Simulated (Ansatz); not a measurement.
Two shapes of doublet CH2O2(+).

Shape 1:

```xyz
5

C     0.3641    0.2127   -0.0343
O     0.6602   -0.8707    0.3159
O    -0.8699    0.6285   -0.2324
H     1.0779    1.0158   -0.2429
H    -1.4743   -0.0813   -0.0446
```

Shape 2:

```xyz
5

C     0.2780   -0.2379    0.2003
O    -0.6807   -0.9364    0.0481
O     0.3776    1.0264   -0.2064
H     1.2196   -0.5453    0.7021
H    -0.4628    1.2536   -0.6375
```

Basis set: def2-SVP (spherical functions). Correlated methods keep 3 orbitals frozen. Charge 1, multiplicity 2.

Computed with Ansatz (development build ahead of 0.2.0); each method stands on the lowest determinant of its kind that the runs found.

Task: Which shape is lower in energy, and by how much in each method?

Result:

```csv
method,E(2) − E(1) (eV)
UHF,0.018
UHF-MP2,-0.062
PBE0 (unrestricted),-0.045
```

The methods disagree on the order.
